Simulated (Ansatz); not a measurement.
Calculated with Ansatz (gas phase, PBE0-D4/def2-TZVP geometries, no zero-point term in ΔE). CCSD(T)/CBS adds triple-zeta CCSD(T) − MP2 to the extrapolated MP2 energy (def2 sets, frozen cores). This one scheme is used for every species. Functionals use def2-TZVPP. B3LYP here is the variant with VWN-RPA as its local correlation; programs differ in this. Each species was taken in one conformer, which may not be the lowest.

Reaction (substitution at a C–C bond): `COCCCF` + HCl → `COCCCl` + `CF`

`COCCCF`:

Cartesian coordinates in Å:
```
C 1.732 -0.982 -1.232
O 1.028 -0.062 -0.445
C -0.006 -0.665 0.289
C -0.707 0.390 1.114
C -1.347 1.452 0.254
F -2.025 2.358 1.053
H 2.199 -1.764 -0.616
H 2.512 -0.436 -1.761
H 1.076 -1.469 -1.967
H -0.718 -1.154 -0.396
H 0.399 -1.448 0.947
H -1.478 -0.091 1.722
H 0.009 0.857 1.796
H -2.074 1.012 -0.439
H -0.599 2.003 -0.320
```

HCl:

```xyz
2

Cl    0.038    0.258    0.584
H    -0.038   -0.258   -0.584
```

`COCCCl`:

Cartesian coordinates in Å:
```
C -1.566 0.602 0.395
O -1.030 -0.517 -0.262
C 0.261 -0.316 -0.773
C 1.318 -0.509 0.298
Cl 2.938 -0.282 -0.403
H -1.590 1.478 -0.268
H -1.008 0.867 1.301
H -2.587 0.349 0.681
H 0.361 0.684 -1.219
H 0.412 -1.053 -1.565
H 1.272 -1.517 0.707
H 1.217 0.213 1.108
```

`CF`:

Cartesian coordinates in Å:
```
C 0.015 -0.019 -0.056
F -0.319 0.409 1.209
H 1.030 0.311 -0.288
H -0.688 0.409 -0.775
H -0.038 -1.110 -0.090
```

Problem. Is it downhill or uphill in electronic energy at CCSD(T)/CBS, and by how much? (An estimate is asked.)

Solution. Ansatz gave: Uphill: ΔE = +0.42 eV.

Problem. What do these levels give: PBE-D4, r2SCAN-D4, PBE0-D4, B3LYP-D4, PBE, PBE0, B3LYP, SCS-MP2/def2-TZVPP, HF/def2-QZVPP, SCS-MP2/def2-QZVPP, HF/CBS(def2), CCSD/CBS(def2)? (An estimate is asked.)

Solution. Ansatz gave: PBE-D4 0.38, r2SCAN-D4 0.42, PBE0-D4 0.41, B3LYP-D4 0.37, PBE 0.37, PBE0 0.40, B3LYP 0.37, SCS-MP2/def2-TZVPP 0.41, HF/def2-QZVPP 0.38, SCS-MP2/def2-QZVPP 0.39, HF/CBS(def2) 0.38, CCSD/CBS(def2) 0.43 eV.

Largest T1 diagnostic among the species: 0.010.

In def2-TZVPP, CCSD(T) changes the Hartree–Fock value by +0.06 eV (the triples alone add −0.01 eV) and MP2 by +0.05 eV.
